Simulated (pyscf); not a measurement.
SnH₂ [singlet] + NH₃ + H₂ -> SnH₄ + NH₃, a multi-bond step (singlet surface; H–N, H–H broken, H–Sn, H–Sn, H–N formed). Structures and frequencies: ωB97X-D3(BJ)/def2-SVP in PySCF. Energies in kJ/mol from the separated reactants.

Small-basis levels: PySCF, no dispersion term, spherical d functions. AM1 to PM7: differences of heats of formation from MOPAC, which are fitted to 298 K values and so differ in kind from electronic energies by zero-point and thermal terms. GFN2-xTB: tblite. 

```tsv
level	barrier	reaction energy
MP2/6-31G*+LANL2DZ	[?]	-86.8
BP86/6-31G*+LANL2DZ	9.8	-97.3
B3LYP/6-31G*+LANL2DZ	34.6	-95.0
B3LYP/6-311+G**+LANL2DZ	[?]	-108.2
GFN2-xTB	112.5	-5.2
PM6	167.0	+30.1
PM7	381.7	+63.1
ωB97M-D3(BJ)/def2-TZVP	[?]	-95.5
```

What belongs in the gaps?


- MP2/6-31G*+LANL2DZ, barrier: 71.3
- B3LYP/6-311+G**+LANL2DZ, barrier: 51.7
- ωB97M-D3(BJ)/def2-TZVP, barrier: 43.7

Against the last row the barrier runs from -34.0 (BP86/6-31G*+LANL2DZ) to +338.0 kJ/mol (PM7). ωB97M-D3(BJ)/def2-TZVP has limits of its own. On the reactant side the descent ends in a bound adduct, 38.2 kJ/mol under the separated species and 75.3 kJ/mol under the saddle at ωB97X-D3(BJ)/def2-TZVP. One saddle was located; it need not be the lowest between these sides. In the def2 sets elements past Kr carry core potentials, without spin-orbit coupling.
